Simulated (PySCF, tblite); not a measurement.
# Al3+ and 2 × water

A gas-phase complex of Al3+ and 2 × water; charge +3, singlet. The structure comes from a short search (2 tight-binding starts) and was relaxed by PBE0-D3(BJ)/def2-SVPD; another way of binding may lie lower. Frequencies by PBE0-D3(BJ)/def2-SVPD show no clear imaginary mode.

Parts: 1 = Al3+ ([Al+3]), atoms 1, charge +3; 2 = water (O), atoms 2–4; 3 = water (O), atoms 5–7.

| atom | part | x (Å) | y (Å) | z (Å) |
| --- | --- | --- | --- | --- |
| Al1 | 1 | 0.010 | 1.722 | 1.583 |
| O2 | 2 | -1.423 | 2.151 | 0.635 |
| H3 | 2 | -1.441 | 2.655 | -0.236 |
| H4 | 2 | -2.381 | 1.940 | 0.862 |
| O5 | 3 | 1.417 | 1.240 | 2.546 |
| H6 | 3 | 1.731 | 1.660 | 3.406 |
| H7 | 3 | 2.063 | 0.496 | 2.339 |

Contacts between parts, classed by geometry: Al1···O2 1.771 Å (bond); Al1···O5 1.771 Å (bond).

The parts are joined by the bonds Al1–O2 and Al1–O5, so these are energies of forming such bonds; deforming the relaxed parts to their shape in the adduct costs 4.7 kcal/mol, which the interaction energies leave out.

Interaction energies are complex less parts, with the parts frozen as they stand in it; counterpoise-corrected, in kcal/mol (PySCF).

**Question.** How strongly do the parts interact, level by level?

**Answer.** 
```tsv
level	interaction	superposition error removed
wB97M-D3(BJ)/def2-TZVPD	-376.31	-0.23
PBE0-D3(BJ)/def2-TZVPD	-379.44	-0.25
RI-MP2/aug-cc-pVTZ	-360.46	-0.90
```

**Question.** What holds them together? Decompose the wB97M-D3(BJ)/def2-TZVPD energy: frozen parts, their antisymmetrised product, then relaxation.

**Answer.** electrostatic -207.3, Pauli repulsion +77.9, orbital relaxation -245.3, dispersion correction -1.9 kcal/mol, which sum to the value before the counterpoise correction; the Pauli term holds the exchange-correlation of the frozen density too. Of the attraction, 54 % is orbital relaxation, 46 % is electrostatic, 0 % is dispersion correction.

**Question.** Are the pair energies additive?

**Answer.** The pairs sum to -409.69 kcal/mol (1–2 -205.6, 1–3 -205.6, 2–3 1.6); the rest of +33.38 is a many-body weakening.

The parts were also relaxed and run alone, at the levels used for the complex: shieldings by PBE0/pcSseg-2; core levels by delta-SCF with SCAN, pcX-2 on the ionised atom and pcseg-1 elsewhere, spin-free X2C (2p3/2 is the spin-free 2p value less a third of a first-order spin-orbit splitting).

**Question.** How do these values change when the complex forms?

**Answer.** 
| property | alone | in the complex | change |
| --- | --- | --- | --- |
| shielding of Al1 (ppm) | 766.2 | 563.7 | -202.5 |
| shielding of O2 (ppm) | 328.9 | 311.4 | -17.5 |
| shielding of O5 (ppm) | 328.9 | 311.3 | -17.5 |
| Al1 2p3/2 core level (eV) | 119.93 | 106.14 | -13.78 |
| O2 1s core level (eV) | 539.76 | 560.49 | +20.73 |

**Question.** What are the binding energy from relaxed parts (wB97M-D3(BJ)/def2-TZVPD), and ΔH and ΔG of association at 298.15 K and 1 atm?

**Answer.** -371.65 kcal/mol, -368.49 with zero-point energy; ΔH -370.6 and ΔG -353.5 kcal/mol, from harmonic vibrations by PBE0-D3(BJ)/def2-SVPD with low modes damped.

Multiply charged ions in the gas phase bind far more strongly than in solution.
